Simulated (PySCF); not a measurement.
**Core-level binding energies of methyl(trifluoromethyl) sulfide**

Methyl(trifluoromethyl) sulfide, C2H3F3S.
Atom-mapped SMILES: `[CH3:1][S:2][C:3]([F:4])([F:5])[F:6]`

Computed with delta-SCF UKS SCAN, pcX-2 on the ionised atom, pcseg-1 elsewhere, spin-free X2C (PySCF). These are vertical core ionisation energies against the vacuum level, from separate self-consistent calculations with and without the core hole.

Question: What binding energy does each computed site have?

Answer: 
| atom(s) | bonded to | level | binding energy (eV) | above the level's lowest (eV) | count |
| --- | --- | --- | --- | --- | --- |
| S2 | 2 C | S 1s | 2478.09 | 0.00 | 1 |
| F4/F5/F6 | C | F 1s | 694.07 | 0.00 | 3 |
| C3 | 3 F and S | C 1s | 298.62 | +6.65 | 1 |
| C1 | S and 3 H | C 1s | 291.97 | 0.00 | 1 |

Lowest listed C 1s: C1, bonded to S and 3 H. Highest, 6.65 eV above it: C3, bonded to 3 F and S. Summing the Pauling electronegativity differences to the bonded atoms, each weighted by its formal bond order, gives -1.02 for the lowest site and +4.32 for the highest.

Question: What is the longest wavelength that can ionise C 1s of C1 vertically?

Answer: λ = hc/E = 12398.42 eV Å / 291.97 eV = 42.465 Å.

One atom of each set of topologically equivalent atoms was ionised and stands for the set; in this conformer not all members are related by symmetry, and their own values weren't computed. Not every level is listed. Geometry: GFN2-xTB; no solvent, vibrations or thermal averaging.

Shape of the structure used: `[CH3:1][S:2][C:3]([F:4])([F:5])[F:6]`: C1–S2–C3–F4 60°.
